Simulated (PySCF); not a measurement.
C4H4F2.
SMILES with atom numbers: `[F:1][C:2]1=[C:3]([F:4])[CH2:5][CH2:6]1` (hydrogens: H7, H8 on C5; H9, H10 on C6)

Cartesian coordinates in Å at the PBE0-D3(BJ)/def2-SVP level; atoms count from 1:
```xyz
10
C4H4F2 angstrom
F      2.3215    0.6450   -0.2141
C      1.0842    0.2125   -0.0939
C      0.5032   -0.9841    0.0337
F      0.9269   -2.2288    0.0893
C     -0.8877   -0.4307    0.0941
C     -0.2081    0.9700   -0.0568
H     -1.4211   -0.5760    1.0469
H     -1.5501   -0.7065   -0.7418
H     -0.4749    1.5048   -0.9820
H     -0.3483    1.6380    0.8076
```

The calculation used PySCF 2.14.0, PBE0-D3(BJ)/def2-SVP geometry optimisation, gas phase.

Take the most abundant isotopes and a rigid rotor. 

(1) Give the principal moments of inertia and the rotational constants in GHz.

(2) What kind of rotor is it?

(3) Is it planar, by Δ = Ic − Ia − Ib?

(4) Give the other two planar moments, Paa and Pbb, and the rms extents of the mass along the axes.

(5) Where do the levels up to J = 3 lie, in MHz?

(6) Which types of transition are allowed, and where do some lines up to J = 4 fall?

Answers

(1) Ia = 103.70, Ib = 132.61, Ic = 229.79 u·Å²; 505379 MHz·u·Å²/I gives 4873, 3811 and 2199 MHz, that is A = 4.8734, B = 3.8111, C = 2.1993 GHz.

(2) An asymmetric top: κ = (2 × 3811 − 4873 − 2199)/(4873 − 2199) = 0.21.

(3) Not planar: Δ = Ic − Ia − Ib = -6.52 u·Å². For a rigid frame Δ = −2 Σ m c², so Σ m c² = 3.26 u·Å² lies off the ab plane, practically all of it from hydrogen. The atom farthest from that plane is 0.90 Å away.

(4) Paa = Σ m a² = (Ib + Ic − Ia)/2 = 129.35 and Pbb = Σ m b² = (Ia + Ic − Ib)/2 = 100.44 u·Å². With the mass M = 90.03 u, the rms extents √(P/M) along a, b and c are 1.20, 1.06, 0.19 Å.

(5) Above 0(0,0):
J = 1: 1(0,1) 6010, 1(1,1) 7073, 1(1,0) 8684
J = 2: 2(0,2) 17103, 2(1,2) 17482, 2(1,1) 22317, 2(2,1) 25504, 2(2,0) 26432
J = 3: 3(0,3) 32523, 3(1,3) 32614, 3(1,2) 41880, 3(2,2) 43535, 3(2,1) 47074, 3(3,1) 53357, 3(3,0) 53762

(6) The dipole components are |μa| = 0.00 D, |μb| = 2.05 D, |μc| = 0.00 D; the symmetry axis of this C2v structure is b, so μa and μc vanish by symmetry and there are no a-type or c-type lines. Some lines, for components of 0.1 D or more:

| type | branch | J(Ka,Kc) | MHz | lower level (cm⁻¹) |
| --- | --- | --- | --- | --- |
| b | Q | 4(3,1) ← 4(2,2) | 6224 | 2.486 |
| b | Q | 3(3,0) ← 3(2,1) | 6688 | 1.570 |
| b | R | 1(1,1) ← 0(0,0) | 7073 | 0.000 |
| b | Q | 2(2,1) ← 2(1,2) | 8022 | 0.583 |
| b | Q | 4(2,2) ← 4(1,3) | 8304 | 2.209 |
| b | Q | 3(1,2) ← 3(0,3) | 9356 | 1.085 |
| b | R | 2(0,2) ← 1(1,1) | 10031 | 0.236 |
| b | Q | 4(4,0) ← 4(3,1) | 10186 | 2.693 |
| b | Q | 4(3,2) ← 4(2,3) | 11784 | 2.228 |
| b | Q | 4(4,1) ← 4(3,2) | 12202 | 2.621 |
| b | Q | 4(1,3) ← 4(0,4) | 13973 | 1.742 |
| b | R | 3(0,3) ← 2(1,2) | 15042 | 0.583 |
| b | R | 3(1,3) ← 2(0,2) | 15511 | 0.571 |
| b | R | 2(2,1) ← 1(1,0) | 16819 | 0.290 |
| b | R | 2(2,0) ← 1(1,1) | 19359 | 0.236 |
| b | R | 4(0,4) ← 3(1,3) | 19622 | 1.088 |
| b | R | 4(1,3) ← 3(2,2) | 22675 | 1.452 |
| b | R | 3(3,1) ← 2(2,0) | 26925 | 0.882 |
| b | R | 3(3,0) ← 2(2,1) | 28258 | 0.851 |
| b | R | 4(4,1) ← 3(3,0) | 37017 | 1.793 |
| b | R | 4(3,1) ← 3(2,2) | 37203 | 1.452 |
| b | R | 4(4,0) ← 3(3,1) | 37568 | 1.780 |

No frequency check. These are rigid-rotor constants of the computed structure; measured ground-state constants (B0) also hold zero-point vibration.
